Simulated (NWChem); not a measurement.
System: B cation, singlet

The following NWChem deck was run.

```
start job
memory heap 200 mb stack 900 mb global 1100 mb
charge 1
geometry units angstroms noautosym nocenter noautoz
  B      0.000000     0.000000     0.000000
end
basis spherical
  B library pcsseg-1
end
dft
  xc xpbe96 cpbe96
  iterations 150
end
property
  shielding
end
task dft property
```

Low-valent species are run as closed-shell singlets; no triplet was tried in these runs.

GIAO values for the isolated, static molecule; σ is the absolute isotropic shielding.

Atoms are numbered as in the input.

Predict the main results of this run. (PBE/pcSseg-1, GIAO.) Quantities: σ B1 (ppm).


```yaml
"σ B1 (ppm)": 193.6
```
